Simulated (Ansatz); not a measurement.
# H₃O (doublet): the correlation ladder at distance O1–H3 along a hydrogen transfer = 0.960 Å, cc-pVDZ

How much of the correlation energy of H₃O (doublet) does each wave-function method recover here?

Program: Ansatz 0.2.0, Gaussian basis. Level of theory: cc-pVDZ, core rule «outside noble gas», up to 1 orbitals frozen. These are calculated values, not measurements.

The runs, in order: UHF; CCSD(T) on ROHF; CCSD(T) on UHF; BCCD(T) on ROHF; CISD; CCSDT(Q) on ROHF; CCSDT(Q) on UHF; CCSDTQ on ROHF; CCSDTQ on UHF; CASSCF and MRCISD+Q, 3 electrons in 3 orbitals; CASSCF and NEVPT2, 3 electrons in 3 orbitals; CASSCF and MRCISD+Q, 9 electrons in 7 orbitals; CASSCF and NEVPT4(SD), 9 electrons in 7 orbitals; CASSCF and NEVPT2, 9 electrons in 7 orbitals.

**1. The system**

The geometry derives from fragments relaxed apart (PBE0/def2-TZVP) and kept rigid, so it is no stationary point. A hydrogen atom is moved between rigid fragments.

4 atoms, charge 0, spin multiplicity 2.

Atoms are counted from 1 here; the program's logs count them from 0.

Bond lengths: O1–H2 0.960 Å, O1–H3 0.960 Å. Angles: H2–O1–H3 105.1°.

**2. UHF**

The input, in.yaml:

```yaml
crystal:
  periodic: [false, false, false]
  atoms:
    - {symbol: O, position_ang: [-0.139944, -0.049094, 0.000000]}
    - {symbol: H, position_ang: [-0.389254, 0.877481, 0.000000]}
    - {symbol: H, position_ang: [0.819585, -0.049094, 0.000000]}
    - {symbol: H, position_ang: [1.791056, -0.049094, 0.000000]}
basis:
  gaussian: {orbitals: cc-pVDZ}
magnetization: {spin_polarized: true, initial_magnetization: 1}
hamiltonian: {xc: hf}
output: {orbitals: {seedname: orbitals}}
```

On the command line:

```bash
ansatz run in.yaml --threads 1 --pin off --events-out ev --progress --plain --max-ram 5120MiB --backend cpu
```

After this run come: CCSD(T) on ROHF; CCSD(T) on UHF; BCCD(T) on ROHF; CISD; CCSDT(Q) on ROHF; CCSDT(Q) on UHF; CCSDTQ on ROHF; CCSDTQ on UHF; CASSCF and MRCISD+Q, 3 electrons in 3 orbitals; CASSCF and NEVPT2, 3 electrons in 3 orbitals; CASSCF and MRCISD+Q, 9 electrons in 7 orbitals; CASSCF and NEVPT4(SD), 9 electrons in 7 orbitals; CASSCF and NEVPT2, 9 electrons in 7 orbitals.

**Question.** What will the summary of the whole plan be? Wanted: UCCSDTQ below the RHF energy; RMP2 from UCCSDTQ; UMP2 from UCCSDTQ; RCCSD from UCCSDTQ; RCCSD(T) from UCCSDTQ; UCCSD(T) from UCCSDTQ; RCCSDT(Q) from UCCSDTQ; UCCSDT(Q) from UCCSDTQ; NEVPT2 pair from UCCSDTQ.

As calculated:

```
                         quantity                                                                                         value
     UCCSDTQ below the RHF energy                                                                                    -6.2173 eV
                RMP2 from UCCSDTQ                                                                                    +426.0 meV
                UMP2 from UCCSDTQ                                                                                    +433.0 meV
               RCCSD from UCCSDTQ                                                                                    +120.9 meV
            RCCSD(T) from UCCSDTQ                                                                                     +20.0 meV
            UCCSD(T) from UCCSDTQ                                                                                     +19.3 meV
           RCCSDT(Q) from UCCSDTQ                                                                                      -0.8 meV
           UCCSDT(Q) from UCCSDTQ                                                                                      -1.0 meV
         NEVPT2 pair from UCCSDTQ                                                                                    +419.0 meV
      NEVPT2 valence from UCCSDTQ                                                                                    +700.1 meV
  NEVPT4(SD) valence from UCCSDTQ                                                                                     +65.6 meV
levels within 1 kcal/mol (43 meV)  RCCSD(T), UCCSD(T), BCCD(T), RCCSDT, UCCSDT, RCCSDT(Q), UCCSDT(Q), RCCSDTQ, MRCISD+Q valence
                    T1 diagnostic                                                                                         0.021
   effectively unpaired electrons                                                                                          1.01
```

RCCSD(T) lands +20.0 meV from the yardstick (0.3 % of the correlation energy). One determinant dominates. Of the multireference levels listed MRCISD+Q valence comes nearest in total energy (+22.0 meV), which doesn't show that its space is the better one. These misses are within one basis, not against nature; the frozen cores of restricted and unrestricted runs differ, which can shift their rows.
